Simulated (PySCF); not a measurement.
## Orbital picture of NaCl

PBE0 at R = 2.365 Å; PySCF, no relativity, basis sets Na def2-TZVP, Cl def2-TZVP. State: ¹Σ⁺ (singlet), closed shell. Only the outer orbitals are listed, counted within each symmetry.

| orbital | occ. | ε (eV) | on Na (%) | main shells (%) |
| --- | --- | --- | --- | --- |
| 2π | 2 | -32.81 | 100 | 100 Na p |
| 2π | 2 | -32.81 | 100 | 100 Na p |
| 6σ | 2 | -32.76 | 100 | 100 Na p |
| 7σ | 2 | -19.16 | 2 | 97 Cl s |
| 8σ | 2 | -6.91 | 7 | 93 Cl p |
| 3π | 2 | -6.45 | 4 | 96 Cl p |
| 3π | 2 | -6.45 | 4 | 96 Cl p |
| 9σ | 0 | -1.69 | 98 | 79 Na s, 19 Na p |
| 4π | 0 | 0.28 | 99 | 98 Na p |
| 4π | 0 | 0.28 | 99 | 98 Na p |

Problem. Which are the highest filled and the lowest empty level, where do they sit, and how wide is the gap?

Solution. Highest filled 3π at -6.45 eV (in %: 96 Cl p); lowest empty 9σ at -1.69 eV (in %: 79 Na s, 19 Na p); the gap at PBE0 is 4.76 eV.

- bond order (Mayer): 0.62
- ⟨S²⟩: 0.000
- charge on Na (Mulliken, basis-dependent): 0.67
- charge on Na (Löwdin, basis-dependent): 0.27
- dipole moment (positive dipole means Na(−)Cl(+)): -8.75 D
- polarisability along the bond: 33.7 bohr³
- polarisability across the bond: 22.8 bohr³
